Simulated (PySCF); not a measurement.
## Magnetisability: `C=C[PH+](C)C`, [C$_{4}$H$_{10}$P]+, charge +1

Molfile (atoms numbered from 1):
```
C4H10P
     RDKit          3D

 15 14  0  0  0  0  0  0  0  0999 V2000
    2.4878   -0.1338   -0.1594 C   0  0  0  0  0  0  0  0  0  0  0  0
    1.3544   -0.2407    0.5410 C   0  0  0  0  0  0  0  0  0  0  0  0
   -0.2433    0.1012   -0.1689 P   0  0  0  0  0  0  0  0  0  0  0  0
   -1.0507    1.4764    0.6609 C   0  0  0  0  0  0  0  0  0  0  0  0
   -1.2994   -1.3539   -0.1481 C   0  0  0  0  0  0  0  0  0  0  0  0
    2.5111    0.1681   -1.2117 H   0  0  0  0  0  0  0  0  0  0  0  0
    3.4523   -0.3507    0.3095 H   0  0  0  0  0  0  0  0  0  0  0  0
    1.3574   -0.5449    1.5947 H   0  0  0  0  0  0  0  0  0  0  0  0
   -0.0180    0.4659   -1.5131 H   0  0  0  0  0  0  0  0  0  0  0  0
   -0.4116    2.3689    0.5992 H   0  0  0  0  0  0  0  0  0  0  0  0
   -2.0215    1.6819    0.1859 H   0  0  0  0  0  0  0  0  0  0  0  0
   -1.2114    1.2173    1.7184 H   0  0  0  0  0  0  0  0  0  0  0  0
   -1.4596   -1.6700    0.8938 H   0  0  0  0  0  0  0  0  0  0  0  0
   -0.8134   -2.1686   -0.7039 H   0  0  0  0  0  0  0  0  0  0  0  0
   -2.2698   -1.1177   -0.6093 H   0  0  0  0  0  0  0  0  0  0  0  0
  1  2  2  0
  2  3  1  0
  3  4  1  0
  3  5  1  0
  1  6  1  0
  1  7  1  0
  2  8  1  0
  3  9  1  0
  4 10  1  0
  4 11  1  0
  4 12  1  0
  5 13  1  0
  5 14  1  0
  5 15  1  0
M  CHG  1   3   1
M  END
```

The calculation used GIAO KT3/pcSseg-1 magnetisability, rotational g tensor and spin-rotation constants, non-relativistic, gas phase (PySCF). Geometry: PBE0-D3(BJ)/def2-SVP.

For an ion the centre-of-mass motion in the field is neglected.

**Question.** What are the magnetisability and the molar susceptibility?

**Answer.** Isotropic -981 × 10⁻³⁰ J/T², or -59.1 × 10⁻⁶ cm³/mol; principal values -1099, -957, -887 × 10⁻³⁰ J/T², anisotropy 187 × 10⁻³⁰ J/T² (root of half the summed squared differences of the principal values). The susceptibility is in cgs units.

**Question.** Split it along the inertial axes a, b, c into diamagnetic and paramagnetic parts about the centre of mass, with the quadrupole moment.

**Answer.** 
| axis | χ (10⁻⁶ cm³/mol) | diamagnetic (10⁻⁶ cm³/mol) | paramagnetic (10⁻⁶ cm³/mol) | summed x² of all electrons (Å²) | quadrupole Θ (D Å) |
| --- | --- | --- | --- | --- | --- |
| a | -57.6 | -310.6 | 253.0 | 104.4 | +8.89 |
| b | -66.2 | -529.0 | 462.9 | 52.9 | -4.13 |
| c | -53.4 | -667.0 | 613.6 | 20.3 | -4.76 |

Anisotropies 2χaa − χbb − χcc = +4.4 and 2χbb − χaa − χcc = -21.3 × 10⁻⁶ cm³/mol. Θ is traceless in Buckingham's convention.

**Question.** And the rotational g tensor?

**Answer.** 
```tsv
axis	rotational constant (GHz)	g	nuclear part	electronic part
a	5.6511	+0.0019	0.6736	-0.6717
b	2.7751	+0.0221	0.6255	-0.6034
c	2.1254	+0.0045	0.6172	-0.6127
```
Asymmetric top; isotopes 12C, 1H, 31P; no vibrational averaging.
